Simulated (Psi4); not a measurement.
Reaction (SMILES): O (H2O) + H+ → [OH3+]
B3LYP-D3(BJ)/def2-TZVP geometries, fixed; electronic energies without zero-point terms; positive where energy is released.

Basis-set convergence of the proton affinity at PBE with Psi4. Cartesian d functions, on some or all atoms, in 6-31G**; all else is spherical. Density fitting with the program's default auxiliary sets. Psi4's default fitting sets serve the pcseg sets less well. No added dispersion term, no relativity. Functions are those of the species that has most. Reference: the value in aug-cc-pVQZ, 170.74 kcal/mol, itself unsure by roughly 0.40 kcal/mol (its mean distance from cc-pV5Z, def2-QZVPPD, def2-QZVPP). Deviations are taken from unrounded values. Cost is core time over that of STO-3G, rough, on shared machines of one kind.

| basis | functions | proton affinity (kcal/mol) | minus reference (kcal/mol) | cost |
|---|---|---|---|---|
| STO-3G | 8 | 232.43 | 61.69 | 1× |
| 3-21G | 15 | 191.99 | 21.25 | 1× |
| 6-31G | 15 | 180.97 | 10.23 | 0.9× |
| def2-SV(P) | 20 | 173.32 | 2.58 | 0.9× |
| cc-pVDZ | 29 | 178.82 | 8.08 | 1× |
| def2-SVP | 29 | 179.27 | 8.52 | 1× |
| pcseg-1 | 29 | 171.88 | 1.14 | 0.9× |
| 6-31G** | 30 | 179.84 | 9.10 | 1× |
| 6-311+G** | 40 | 170.90 | 0.16 | 1× |
| def2-SVPD | 47 | 169.61 | -1.13 | 1× |
| def2-TZVP | 49 | 172.39 | 1.65 | 1× |
| aug-cc-pVDZ | 50 | 169.12 | -1.63 | 1× |
| aug-pcseg-1 | 50 | 167.51 | -3.23 | 1× |
| def2-TZVPP | 73 | 172.65 | 1.91 | 1× |
| jun-cc-pV(T+d)Z | 81 | 170.61 | -0.13 | 1× |
| aug-pcseg-2 | 115 | 170.67 | -0.07 | 2× |
| aug-pcseg-3 | 232 | 170.80 | 0.06 | 3× |
| pcseg-4 | 284 | 170.80 | 0.05 | 5× |
